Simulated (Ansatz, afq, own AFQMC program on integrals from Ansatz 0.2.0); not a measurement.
**Atomization energy of GeNH, singlet**

```csv
atom,x (Å),y (Å),z (Å)
Ge,0.0000,0.0000,1.4305
N,0.0000,0.0000,-0.2139
H,0.0000,0.0000,-1.2166
```

Connectivity, by distances: Ge–NH.

Atoms in their ground-state spins without spin–orbit coupling (mostly on UHF) minus the molecule (UHF), without zero-point energy. The geometry is a stationary point, not shown to be a minimum.

Basis cc-pVDZ. Only valence electrons are correlated. Ansatz 0.2.0 and our own AFQMC program on the same integrals; the CISD trial comes from CCSD amplitudes, and released means the phaseless constraint is let go. Free projection: walkers drawn from exp(T), propagated without any constraint. Its projection time is finite, and what remains of the start isn't in its error. Uncertainties: one standard error, sampling alone. No spin–orbit coupling. The errors of all members are added in quadrature.

No full CI on the walks' own integrals is used here. The released AFQMC energy serves as the reference, which it does only where one determinant dominates, the energy is flat over the last release times and near the phaseless one (40 meV or 2 meV an electron, half that with transition metals). On small molecules, where full CI could be run and the noise was under 10 meV, such values lay within 10 meV of it in 19 cases of 20, a flattering rate, since the rule was set on those same cases; what remains of the bias isn't in the error bar. Each member takes its own surest rung, up to full CI.

The best estimate is CCSD(T) at the basis-set limit (CBS: def2-TZVPP and def2-QZVPP, with their diffuse functions for anions and beside diffuse sets, CCSD(T) itself extrapolated) plus the step from CCSD(T) to AFQMC with the constraint released in cc-pVDZ. Rows without CBS are in cc-pVDZ, the functionals in def2-TZVP; B2PLYP and the wave-function rows carry a basis error of their own. Core correlation and relativity beyond core potentials are missing, and ± holds the sampling alone.

Cautions: inner d shell frozen; no relativity below Rb; no spin-orbit coupling; GeNH (singlet): higher spins were not checked, the determinant is a saddle point among determinants of its kind, raised T1 diagnostic (T1 0.029, weight of the determinant 0.86, largest double 0.10), the released value is read at 2.40 1/Eh with a noise of 23 meV, more than in the cases checked (meV from the phaseless value at times in 1/Eh: 31 ± 26 at 0.24, 19 ± 19 at 0.51, 46 ± 20 at 0.99, 39 ± 18 at 1.62, 28 ± 23 at 2.40).

Best estimate: 885.0 ± 2.3 kJ/mol.

| level | atomization energy (kJ/mol) | error against the best estimate (kJ/mol) |
| --- | --- | --- |
| HF | 402.2 | -482.9 ± 2.3 |
| MP2 | 792.1 | -92.9 ± 2.3 |
| CCSD | 730.3 | -154.8 ± 2.3 |
| CCSD(T) | 761.5 | -123.5 ± 2.3 |
| ph-AFQMC/CISD | 767.5 ± 2.9 | -117.5 ± 3.7 |
| released AFQMC | 764.5 ± 2.3 | -120.5 |
| free AFQMC | 761.8 ± 1.8 | -123.2 ± 2.9 |
| CCSD(T)/CBS | 882.1 | -2.9 ± 2.3 |
| PBE | 922.7 | 37.7 ± 2.3 |
| r2SCAN | 872.5 | -12.5 ± 2.3 |
| PBE0 | 862.2 | -22.8 ± 2.3 |
| B3LYP | 883.0 | -2.1 ± 2.3 |
| wB97M-V | 877.1 | -7.9 ± 2.3 |
| B2PLYP | 880.4 | -4.6 ± 2.3 |

Correlation beyond CCSD(T) changes it by less than twice the noise. Going to the basis-set limit adds 120.6 kJ/mol at CCSD(T). The perturbative (T) step is worth +31.3 kJ/mol.

Best estimates are given only where the step beyond CCSD(T) is under 0.3 eV and no member's determinant is very poor (T1 over 0.05, or 0.07 for open shells, ⟨S²⟩ too high by 0.3, two states mixed), so the hardest cases are missing from such tables.

The functionals ran in a triple-zeta set and keep a basis error of their own, a few kJ/mol for each bond in atomization energies and more for double hybrids, so close places among them and the extrapolated levels can swap.

Free projections are given only where their last times agree within the noise and don't stop above the reference; a slow remainder of the start can still hide under it. Each member of a difference takes its own highest rung, so a best estimate needn't equal the limit plus the step of one row. A walk keeps the symmetry of its determinant, which the program's search chose and which needn't be the lowest solution, so a lower state of the same spin and another symmetry isn't excluded. Released energies are given only where the last usable release times agree within the noise; a slower fall can still hide under it.
